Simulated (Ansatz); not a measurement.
# C3H5+: small, medium and large basis sets

Aim: see how fast density functionals and correlated methods converge with the basis set for C3H5+.

The runs use Ansatz 0.2.0, Gaussian basis; one geometry, several basis sets.

Plan: PBE0-D4/def2-SVP; ωB97M-V/def2-SVP; PBE0-D4/def2-QZVPP; ωB97M-V/def2-QZVPP; CCSD(T)/cc-pV(D+d)Z; CCSD(T)/cc-pV(T+d)Z; CCSD(T)/cc-pV(Q+d)Z; the functionals' def2-TZVPP values are taken from earlier runs.

## Step 1: The geometry

All runs share one geometry, relaxed beforehand with PBE0-D4 in a triple-zeta def2 set.

SMILES `C=C[CH2+]`, 8 atoms, charge 1, spin multiplicity 1.

Atoms are counted from 1 here; the program's logs count them from 0.

Bond lengths: C1–C2 1.375 Å, C1–H4 1.087 Å, C1–H5 1.087 Å, C2–C3 1.375 Å, C2–H6 1.084 Å, C3–H7 1.087 Å, C3–H8 1.087 Å. Angles: C2–C1–H4 121.0°, C2–C1–H5 121.7°, H4–C1–H5 117.3°, C1–C2–C3 118.0°, C1–C2–H6 121.0°, C3–C2–H6 121.0°, C2–C3–H7 121.0°, C2–C3–H8 121.7°, H7–C3–H8 117.3°.

Coordinates:

```csv
atom,x (Å),y (Å),z (Å)
C1,-0.4258,0.9142,-0.6315
C2,0.3024,0.2845,0.3500
C3,0.2416,-1.0873,0.4185
H4,-1.0313,0.3437,-1.3317
H5,-0.4218,1.9958,-0.7413
H6,0.9066,0.8525,1.0488
H7,-0.3646,-1.6560,-0.2826
H8,0.7929,-1.6472,1.1698
```

## Step 2: PBE0-D4 in def2-SVP

Input file in.yaml:

```yaml
crystal:
  periodic: [false, false, false]
  atoms:
    - {symbol: C, position_ang: [-0.425754, 0.914171, -0.631464]}
    - {symbol: C, position_ang: [0.302416, 0.284461, 0.350010]}
    - {symbol: C, position_ang: [0.241594, -1.087279, 0.418497]}
    - {symbol: H, position_ang: [-1.031348, 0.343677, -1.331709]}
    - {symbol: H, position_ang: [-0.421800, 1.995756, -0.741303]}
    - {symbol: H, position_ang: [0.906607, 0.852475, 1.048812]}
    - {symbol: H, position_ang: [-0.364598, -1.656032, -0.282638]}
    - {symbol: H, position_ang: [0.792893, -1.647218, 1.169795]}
basis:
  gaussian: {orbitals: def2-SVP}
total_charge: 1
hamiltonian: {xc: pbe0, dispersion: d4}
output: {orbitals: {seedname: orbitals}}
```

The run is started by

```
> ansatz run in.yaml --threads 2 --pin off --events-out ev --progress --plain --max-ram 32768MiB --backend cpu
```

After this run come: ωB97M-V in def2-SVP; PBE0-D4 in def2-QZVPP; ωB97M-V in def2-QZVPP; CCSD(T) in cc-pV(D+d)Z; CCSD(T) in cc-pV(T+d)Z; CCSD(T) in cc-pV(Q+d)Z.

Q: Predict the results of all the runs planned. Wanted: MP2 correlation recovered, cc-pV(D+d)Z; MP2 correlation recovered, cc-pV(T+d)Z; MP2 correlation recovered, cc-pV(Q+d)Z; CCSD(T) limit from def2 sets; PBE0-D4: double and triple zeta above quadruple; ωB97M-V: double and triple zeta above quadruple.

**Answer**, as computed:

| quantity | value |
| --- | --- |
| MP2 correlation recovered, cc-pV(D+d)Z | 74.0 % |
| MP2 correlation recovered, cc-pV(T+d)Z | 90.3 % |
| MP2 correlation recovered, cc-pV(Q+d)Z | 96.0 % |
| CCSD(T) limit from def2 sets (earlier runs) less the limit of this series | -2 meV |
| PBE0-D4: double and triple zeta above quadruple | 3.70, 0.18 eV |
| ωB97M-V: double and triple zeta above quadruple | 3.92, 0.17 eV |

What this shows: PBE0-D4 gains 3.52 eV from double to triple zeta, then 0.18 eV more. Correlation climbs from 74 % (cc-pV(D+d)Z) to 96 % (cc-pV(Q+d)Z) of the limit; Hartree-Fock is 0.059 eV from its own by then. A limit from the def2 sets, made apart, differs by 2 meV, a least measure of the doubt on such a limit. Total energies overstate the basis error of differences, where much of it tends to cancel.
